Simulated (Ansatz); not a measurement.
Consider the formal exchange of groups at a C–F bond: `FCCOCF` + CH₄ → `CCOCCF` + H–F.

Computed with Ansatz on PBE0-D4/def2-TZVP structures; ΔE is electronic, products minus reactants. CCSD(T)/CBS adds triple-zeta CCSD(T) − MP2 to the extrapolated MP2 energy (def2 sets, frozen cores). This one scheme is used for every species. Functionals use def2-TZVPP. One conformer a species, not always the lowest.

```tsv
level	ΔE (kcal/mol)
BHLYP-D4	0.3
CCSD/def2-TZVPP	-1.8
```

(1) What does CCSD(T)/CBS give? (Best estimate.)

Largest T1 diagnostic among the species: 0.011.

## Answers

(1) Ansatz gave: -3.1 kcal/mol. The listed levels differ from it by 3.4, 1.3 kcal/mol.

From r2SCAN to r2SCAN0 (25 % exact exchange), in def2-TZVPP and without D4, ΔE moves by −1.4 kcal/mol. Leaving LDA and LC-ωPBE aside and taking each functional with its dispersion term where it has one, the values, not all of them listed here, spread over 3.7 kcal/mol, from PBE-QIDH to BLYP-D4. LDA lies −0.9 kcal/mol from PBE without D4. The D4 term adds −1.1 kcal/mol with B3LYP and −0.6 kcal/mol with PBE0; it sums over pairs of atoms, weighted by their polarisabilities, and B3LYP, whose exchange is more repulsive, gets the larger term.

B3LYP here is the variant with VWN-RPA as its local correlation; programs differ in this.
